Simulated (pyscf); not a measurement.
One addition across a multiple bond or ene-type step on the singlet surface with elements of a group swapped. ωB97M-D3(BJ)/def2-TZVP, kcal/mol, from the separated reactants. Single points on ωB97X-D3(BJ)/def2-SVP structures (PySCF, gas phase).

```json
[
 {"step": "`[S]=[Sn]([Cl])[Cl]` + `[ClH]` → `[SH][Sn]([Cl])([Cl])[Cl]`", "barrier": "-4.5", "reaction energy": "-46.6", "imaginary mode (i cm⁻¹)": "322"},
 {"step": "`[Cl][Sn]([Cl])=[Se]` + `[ClH]` → `[Cl][Sn]([Cl])([Cl])[SeH]`", "barrier": "(withheld)", "reaction energy": "(withheld)", "imaginary mode (i cm⁻¹)": "399"}
]
```

Problem. Fill in the missing entries.

Solution. 
- `[Cl][Sn]([Cl])=[Se]` + `[ClH]` → `[Cl][Sn]([Cl])([Cl])[SeH]`, barrier: -2.8
- `[Cl][Sn]([Cl])=[Se]` + `[ClH]` → `[Cl][Sn]([Cl])([Cl])[SeH]`, reaction energy: -39.6

Row 1: On the reactant side the descent ends in an adduct with a Cl–Sn contact, 8.8 kcal/mol under the separated species and 1.4 kcal/mol under the saddle at ωB97X-D3(BJ)/def2-TZVP. Row 2: On the reactant side the descent ends in a bound adduct, 8.2 kcal/mol under the separated species and 2.5 kcal/mol under the saddle at ωB97X-D3(BJ)/def2-TZVP. Each row is the saddle that its search found. Elements up to Kr have no core potential and no relativistic terms here. Elements past Kr carry the def2 core potentials, without spin-orbit coupling.
